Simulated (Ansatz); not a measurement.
`CCC(F)(F)F` and `FC(F)(F)Cl` differ in one atom or group.

Ansatz, PBE0-D4/def2-TZVP geometries, multiplicity 1. 

```tsv
property	`CCC(F)(F)F`
HOMO–LUMO gap (PBE0/def2-TZVPP) / eV	11.46
size of the dipole moment (B3LYP/def2-TZVPP) / D	2.38
size of the dipole moment (PBE/def2-TZVPP) / D	2.23
HOMO energy (PBE0/def2-TZVPP) / eV	-10.25
HOMO energy (B3LYP/def2-TZVPP) / eV	-10.06
LUMO energy (PBE0/def2-TZVPP) / eV	1.21
```

(1) What does the change do to each property? (An estimate is asked.)

Answers

(1) Computed: 
```tsv
property	`FC(F)(F)Cl`	shift
HOMO–LUMO gap (PBE0/def2-TZVPP) / eV	10.15	-1.31
size of the dipole moment (B3LYP/def2-TZVPP) / D	0.40	-1.98
size of the dipole moment (PBE/def2-TZVPP) / D	0.25	-1.98
HOMO energy (PBE0/def2-TZVPP) / eV	-10.05	0.20
HOMO energy (B3LYP/def2-TZVPP) / eV	-9.77	0.29
LUMO energy (PBE0/def2-TZVPP) / eV	0.10	-1.11
```

With PBE0 the HOMO rises by 0.20 eV and the LUMO falls by 1.11 eV, so the gap narrows by about 1.31 eV. PBE moves the HOMO by 0.16 eV and ωB97M-V by 0.23 eV. The zero-point energy changes by -173.4 kJ/mol with -18 modes. Dipoles are sizes alone; their direction can turn.

B3LYP here is the variant with VWN-RPA as its local correlation; programs differ in this.
